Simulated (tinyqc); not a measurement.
Inside a calculation (part 2 of 2). Method: G0W0 on RHF in the sto-3g basis, for H2O, spin multiplicity 1. Computed by tinyqc, a small Python program that keeps every step (integrals from PySCF). Command: `OMP_NUM_THREADS=1 python tinyqc.py 27101 27102 out.jsonl` (the two numbers bound the seeds that draw the settings). One thread of a shared host (Intel(R) Xeon(R) Processor @ 2.60GHz), about 0.06 s of CPU time with the checks.

Geometry (angstrom):
```
atom        x         y        z
O     0.00000   0.00000  0.00000
H     0.00000   0.72800  0.58900
H     0.00000  -0.78300  0.63300
```

## Integrals over molecular orbitals

coefficients C, order 1O 1s, 1O 2s, 1O 2px, 1O 2py, 1O 2pz, 2H 1s, 3H 1s:
```
[[0.99417, -0.23305, 0.01180, 0.10351, 0.00000, 0.12314, 0.03969],
 [0.02627, 0.83712, -0.06428, -0.53696, 0.00000, -0.80870, -0.29075],
 [0.00000, 0.00000, 0.00000, 0.00000, 1.00000, 0.00000, 0.00000],
 [0.00048, 0.01859, 0.60933, -0.02638, 0.00000, 0.25153, -0.94302],
 [0.00430, 0.12780, 0.03751, 0.76532, 0.00000, -0.72327, -0.21622],
 [-0.00627, 0.17063, 0.44860, 0.26049, 0.00000, 0.55287, 1.04319],
 [-0.00535, 0.14370, -0.44351, 0.31157, 0.00000, 0.94545, -0.56947]]
```

core Hamiltonian H = T + V (hartree), order 1O 1s, 1O 2s, 1O 2px, 1O 2py, 1O 2pz, 2H 1s, 3H 1s:
```
[[-32.70592, -7.60926, 0.00000, -0.00170, -0.01902, -1.83689, -1.55415],
 [-7.60926, -9.32087, 0.00000, -0.01666, -0.22450, -3.86733, -3.44466],
 [0.00000, 0.00000, -7.44618, 0.00000, 0.00000, 0.00000, 0.00000],
 [-0.00170, -0.01666, 0.00000, -7.59281, -0.00970, -2.04416, 1.87822],
 [-0.01902, -0.22450, 0.00000, -0.00970, -7.54209, -1.72845, -1.59072],
 [-1.83689, -3.86733, 0.00000, -2.04416, -1.72845, -5.15778, -1.59231],
 [-1.55415, -3.44466, 0.00000, 1.87822, -1.59072, -1.59231, -4.89408]]
```

Given earlier and not repeated: Two-electron integrals (ij|kl) in chemists' order.

(pq|rs) = sum C_ip C_jq C_kr C_ls (ij|kl), one index at a time.

one-electron integrals over orbitals h = C^T H C (hartree):
```
[[-32.68839, 0.55791, -0.02805, -0.23587, 0.00000, -0.28303, -0.09105],
 [0.55791, -7.66180, 0.01787, 0.44439, 0.00000, 1.29644, 0.43778],
 [-0.02805, 0.01787, -6.34077, -0.09718, 0.00000, -0.48142, 1.63325],
 [-0.23587, 0.44439, -0.09718, -6.93226, 0.00000, 1.10285, 0.19406],
 [0.00000, 0.00000, 0.00000, 0.00000, -7.44618, 0.00000, 0.00000],
 [-0.28303, 1.29644, -0.48142, 1.10285, 0.00000, -5.37059, 0.06076],
 [-0.09105, 0.43778, 1.63325, 0.19406, 0.00000, 0.06076, -5.56711]]
```

Two-electron integrals over orbitals (pq|rs), unique and non-zero (hartree):
```
(11|11) 4.74476     (21|11) -0.41711    (21|21) 0.05830     (22|11) 1.00533
(22|21) -0.01302    (22|22) 0.72894     (31|11) 0.02131     (31|21) -0.00244
(31|22) 0.00244     (31|31) 0.01122     (32|11) -0.00833    (32|21) 0.00131
(32|22) 0.01058     (32|31) 0.01770     (32|32) 0.14252     (33|11) 0.79993
(33|21) -0.00455    (33|22) 0.64350     (33|31) -0.00086    (33|32) -0.00497
(33|33) 0.63090     (41|11) 0.18416     (41|21) -0.02269    (41|22) 0.01585
(41|31) 0.00167     (41|32) 0.00015     (41|33) 0.00642     (41|41) 0.02741
(42|11) -0.13194    (42|21) 0.00918     (42|22) 0.00156     (42|31) -2.72e-05
(42|32) 0.00145     (42|33) 0.00597     (42|41) 0.01846     (42|42) 0.12402
(43|11) 0.02279     (43|21) -0.00094    (43|22) 0.00788     (43|31) -0.00349
(43|32) 0.01987     (43|33) 0.00430     (43|41) -0.00125    (43|42) -0.01002
(43|43) 0.04929     (44|11) 0.98926     (44|21) -0.01330    (44|22) 0.67197
(44|31) -1.15e-05   (44|32) -0.00830    (44|33) 0.59621     (44|41) -0.01090
(44|42) -0.10253    (44|43) 0.01233     (44|44) 0.77035     (51|51) 0.02604
(52|51) 0.03248     (52|52) 0.14466     (53|51) -0.00162    (53|52) -0.00543
(53|53) 0.02900     (54|51) -0.01347    (54|52) -0.04718    (54|53) 0.00330
(54|54) 0.05530     (55|11) 1.11534     (55|21) -0.01171    (55|22) 0.74770
(55|31) 0.00059     (55|32) -0.00406    (55|33) 0.62816     (55|41) 0.00514
(55|42) -0.07074    (55|43) 0.01282     (55|44) 0.72311     (55|55) 0.88016
(61|11) 0.22127     (61|21) -0.03327    (61|22) 0.00084     (61|31) 0.00492
(61|32) 0.00496     (61|33) -0.00073    (61|41) -0.00011    (61|42) -0.01998
(61|43) 0.00031     (61|44) 0.01834     (61|55) 0.00580     (61|61) 0.02967
(62|11) -0.28824    (62|21) 0.00619     (62|22) -0.13492    (62|31) 0.00277
(62|32) 0.01465     (62|33) -0.07409    (62|41) -0.01816    (62|42) -0.02263
(62|43) -0.00946    (62|44) -0.07836    (62|55) -0.14887    (62|61) 0.00849
(62|62) 0.09714     (63|11) 0.10006     (63|21) -0.00211    (63|22) 0.04397
(63|31) -0.00324    (63|32) 0.03412     (63|33) 0.02712     (63|41) 0.00046
(63|42) -0.01972    (63|43) 0.03054     (63|44) 0.03813     (63|55) 0.05461
(63|61) 0.00035     (63|62) -0.02758    (63|63) 0.07590     (64|11) -0.22425
(64|21) 0.00242     (64|22) -0.09884    (64|31) -0.00256    (64|32) -0.01995
(64|33) -0.04339    (64|41) -0.00157    (64|42) 0.03669     (64|43) -0.00869
(64|44) -0.12192    (64|55) -0.11992    (64|61) -0.00177    (64|62) 0.05493
(64|63) -0.03679    (64|64) 0.07705     (65|51) -0.01464    (65|52) -0.05514
(65|53) 0.00833     (65|54) 0.00035     (65|65) 0.03688     (66|11) 0.80611
(66|21) -0.00723    (66|22) 0.61032     (66|31) -0.00340    (66|32) -0.04619
(66|33) 0.57362     (66|41) 0.01966     (66|42) 0.05302     (66|43) -0.02583
(66|44) 0.55603     (66|55) 0.59051     (66|61) -0.00911    (66|62) -0.09161
(66|63) -0.01683    (66|64) -0.03414    (66|66) 0.62245     (71|11) 0.07183
(71|21) -0.01125    (71|22) -0.00111    (71|31) -0.01431    (71|32) -0.02225
(71|33) 0.00175     (71|41) 0.00111     (71|42) -0.00470    (71|43) 0.00518
(71|44) 0.00505     (71|55) 0.00182     (71|61) 0.00340     (71|62) -0.00305
(71|63) 0.00432     (71|64) 0.00288     (71|66) 0.00393     (71|71) 0.02217
(72|11) -0.09942    (72|21) 0.00188     (72|22) -0.04560    (72|31) -0.01368
(72|32) -0.03816    (72|33) -0.01852    (72|41) -0.00448    (72|42) 0.00082
(72|43) 0.03255     (72|44) -0.03233    (72|55) -0.05016    (72|61) -0.00318
(72|62) 0.01294     (72|63) 0.02633     (72|64) 0.02146     (72|66) -0.03239
(72|71) 0.01715     (72|72) 0.06697     (73|11) -0.34709    (73|21) 0.00715
(73|22) -0.13144    (73|31) -0.00023    (73|32) 0.01900     (73|33) -0.08690
(73|41) 0.00090     (73|42) 0.07467     (73|43) -0.00228    (73|44) -0.15101
(73|55) -0.18195    (73|61) -0.00647    (73|62) 0.06691     (73|63) -0.02225
(73|64) 0.07323     (73|66) -0.04885    (73|71) -0.00193    (73|72) 0.03191
(73|73) 0.14693     (74|11) -0.03994    (74|21) 0.00053     (74|22) -0.01218
(74|31) 0.00926     (74|32) 0.07428     (74|33) -0.01215    (74|41) -0.00113
(74|42) 0.00158     (74|43) -0.00206    (74|44) -0.02332    (74|55) -0.02020
(74|61) 0.00371     (74|62) 0.01827     (74|63) 0.03637     (74|64) -0.00607
(74|66) -0.03778    (74|71) -0.01205    (74|72) -0.01115    (74|73) 0.02719
(74|74) 0.06655     (75|51) -0.00472    (75|52) -0.01801    (75|53) -0.02210
(75|54) 0.00214     (75|65) 0.00398     (75|75) 0.02550     (76|11) -0.00860
(76|21) 0.00063     (76|22) 0.00664     (76|31) 0.00773     (76|32) 0.08241
(76|33) -0.01035    (76|41) 0.00435     (76|42) 0.01625     (76|43) 0.04119
(76|44) -0.01689    (76|55) -0.00518    (76|61) -0.00081    (76|62) -0.00827
(76|63) 0.04830     (76|64) -0.01795    (76|66) -0.04192    (76|71) -0.01041
(76|72) 0.00787     (76|73) 0.02773     (76|74) 0.04587     (76|76) 0.08867
(77|11) 0.86158     (77|21) -0.00899    (77|22) 0.62683     (77|31) 0.00573
(77|32) 0.05312     (77|33) 0.60492     (77|41) 0.00541     (77|42) -0.00965
(77|43) 0.02786     (77|44) 0.59781     (77|55) 0.62143     (77|61) 0.00542
(77|62) -0.06634    (77|63) 0.05690     (77|64) -0.05316    (77|66) 0.54054
(77|71) -0.00533    (77|72) -0.01819    (77|73) -0.07428    (77|74) 0.02354
(77|76) 0.04093     (77|77) 0.64230
```

## Screening: direct RPA

orbital energies (hartree): [-20.24689, -1.26533, -0.60630, -0.45683, -0.39241, 0.58595, 0.72993]

With D = e_a - e_i and K = (ia|jb): diagonalise D^(1/2) (D + 4K) D^(1/2) = Z w^2 Z^T; X + Y = D^(1/2) Z w^(-1/2), each column of Z with its largest component positive (the first on a tie); E_c = (sum w - tr (D + 2K)) / 2.

D^(1/2) (D + 4K) D^(1/2) (hartree^2), order 1>6, 1>7, 2>6, 2>7, 3>6, 3>7, 4>6, 4>7, 5>6, 5>7:
```
[[436.48002, 0.28389, 0.21088, -0.08196, 0.00707, -0.13654, -0.03305, 0.07381, 0.00000, 0.00000],
 [0.28389, 441.88742, -0.07608, 0.44369, 0.08645, -0.04078, 0.05393, -0.24043, 0.00000, 0.00000],
 [0.21088, -0.07608, 4.14654, 0.09952, -0.16389, 0.42094, 0.30530, 0.10830, 0.00000, 0.00000],
 [-0.08196, 0.44369, 0.09952, 4.51553, 0.16246, 0.20842, 0.12384, -0.06861, 0.00000, 0.00000],
 [0.00707, 0.08645, -0.16389, 0.16246, 1.78342, -0.11233, -0.16409, 0.17304, 0.00000, 0.00000],
 [-0.13654, -0.04078, 0.42094, 0.20842, -0.11233, 2.57085, 0.34576, 0.13698, 0.00000, 0.00000],
 [-0.03305, 0.05393, 0.30530, 0.12384, -0.16409, 0.34576, 1.40877, -0.02702, 0.00000, 0.00000],
 [0.07381, -0.24043, 0.10830, -0.06861, 0.17304, 0.13698, -0.02702, 1.72432, 0.00000, 0.00000],
 [0.00000, 0.00000, 0.00000, 0.00000, 0.00000, 0.00000, 0.00000, 0.00000, 1.10154, 0.01669],
 [0.00000, 0.00000, 0.00000, 0.00000, 0.00000, 0.00000, 0.00000, 0.00000, 0.01669, 1.37411]]
```

excitation energies w (hartree): [1.04906, 1.12579, 1.17266, 1.23758, 1.39746, 1.58936, 2.06149, 2.14963, 20.89175, 21.02149]

X + Y, order 1>6, 1>7, 2>6, 2>7, 3>6, 3>7, 4>6, 4>7, 5>6, 5>7:
```
[[0.00000, 0.00007, 0.00000, -0.00054, -0.00052, 0.00151, -0.00141, 0.00011, 0.99722, 0.05202],
 [0.00000, -0.00059, 0.00000, 0.00179, 0.00107, 0.00060, 0.00210, -0.00257, -0.05236, 0.99757],
 [0.00000, -0.07242, 0.00000, -0.06376, 0.03997, -0.31412, 0.81529, 0.38037, 0.00015, -0.00004],
 [0.00000, -0.04204, 0.00000, 0.07923, -0.03326, -0.09179, -0.44035, 0.85483, -0.00008, 0.00031],
 [0.00000, 0.24029, 0.00000, -0.61029, 0.67569, -0.10178, -0.07491, 0.01075, 0.00000, 0.00005],
 [0.00000, -0.23063, 0.00000, -0.19154, 0.07861, 0.84139, 0.15447, 0.14937, -0.00008, -0.00003],
 [0.00000, 0.91046, 0.00000, 0.07318, -0.16287, 0.17042, 0.07220, 0.06462, -0.00002, 0.00003],
 [0.00000, 0.04061, 0.00000, 0.73700, 0.59784, 0.07951, 0.03911, 0.00248, 0.00005, -0.00013],
 [0.96393, 0.00000, 0.05563, 0.00000, 0.00000, 0.00000, 0.00000, 0.00000, 0.00000, 0.00000],
 [-0.06299, 0.00000, 0.97649, 0.00000, 0.00000, 0.00000, 0.00000, 0.00000, 0.00000, 0.00000]]
```

RPA correlation energy = -0.0540889 hartree

## G0W0 on Hartree-Fock: HOMO

W(p,q,m) = sqrt2 sum_ia (pq|ia) (X+Y)_ia,m; Sigma_c(x) = sum_(i,m) W^2/(x - e_i + w_m) + sum_(a,m) W^2/(x - e_a - w_m); solve x = e_p + Sigma_c(x) by Newton steps; Z = 1/(1 - dSigma/dx); 1 hartree = 27.211386 eV.

The 12 largest terms at x = e_p (hartree; W for the signs of X + Y given):
```
q  m         W      term
5  6  -0.18288   0.02104
5  7  -0.19932   0.01927
5  8  -0.18936   0.01668
5  2  -0.05944   0.00314
2  1  -0.07356   0.00282
6  1   0.04993  -0.00123
5  5   0.03644   0.00095
3  3  -0.02987   0.00064
7  3   0.03552  -0.00055
5  4  -0.02350   0.00045
2  3  -0.02921   0.00042
3  1   0.01332   0.00014
```

Newton steps (hartree):
```
step         x  Sigma_c(x)        Z
0     -0.39241     0.06376  0.96405
1     -0.33094     0.06154  0.96628
2     -0.33087     0.06154  0.96628
```

quasiparticle energy of the HOMO = -9.00340 eV

Hartree-Fock value = -10.67803 eV

## G0W0 on Hartree-Fock: LUMO

As before.

The 12 largest terms at x = e_p (hartree; W for the signs of X + Y given):
```
q  m         W      term
7  5   0.09130  -0.00541
6  8  -0.10228  -0.00487
6  7  -0.09988  -0.00484
3  5   0.10649   0.00438
2  7   0.12807   0.00419
4  6   0.08313   0.00263
4  7   0.07741   0.00193
2  8   0.08671   0.00188
4  8   0.07742   0.00188
6  5  -0.04924  -0.00173
4  2   0.05556   0.00142
5  1   0.04993   0.00123
```

Newton steps (hartree):
```
step        x  Sigma_c(x)        Z
0     0.58595     0.00525  0.98161
1     0.59111     0.00516  0.98158
2     0.59111     0.00516  0.98158
```

quasiparticle energy of the LUMO = 16.08485 eV

Hartree-Fock value = 15.94453 eV
